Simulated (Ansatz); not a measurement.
A made-up structure of CH4BO (charge +1), closed shell:

| atom | x (Å) | y (Å) | z (Å) |
| --- | --- | --- | --- |
| C1 | 0.4198 | -0.3145 | 0.1155 |
| B2 | -0.8009 | 0.4784 | -0.1955 |
| O3 | 1.3815 | -1.0445 | 0.3815 |
| H4 | -1.7152 | -0.2189 | -0.2065 |
| H5 | -0.7000 | 0.9757 | -1.2275 |
| H6 | -0.9619 | 1.2905 | 0.6028 |
| H7 | 2.3318 | -1.1370 | 0.5181 |

It is relaxed with PBE-D4/def2-SVP and then PBE0-D4/def2-TZVP (Ansatz 0.2.0). Atoms count as bonded within 1.22 times the sum of their covalent radii (H–H: 0.88 Å). The end point is not checked to be a true minimum.

(1) Does its bonding change? (Judge from chemistry; the calculation decides.)

Results:

(1) By the calculation: Yes. Formed: C1–H4; broken: B2–H4.

Where it ends: The first stage lowers the energy by 2.01 eV in 21 steps. It ends as CH₄BO ([BH2][CH][OH]), total charge +1:
```xyz
7
angstrom
C -0.1146 -0.6051 0.0880
B -0.4822 0.8692 -0.2177
O 1.0001 -1.1355 0.3367
H -0.9270 -1.3457 0.1007
H -0.5004 1.2132 -1.3580
H -0.7906 1.5671 0.6971
H 1.7696 -0.5335 0.3418
```

Labels in which every atom is bracketed show which atoms are joined, not bond orders.

For scale, one of the runs: PBE0-D4/def2-TZVP relaxation, 117 basis functions, launched by `ansatz run in.yaml --threads 2 --pin off --events-out ev --progress --plain --max-ram 4352MiB`. Hardware: 2 CPU threads of an Intel Xeon, shared host. Wall time about 11 s.
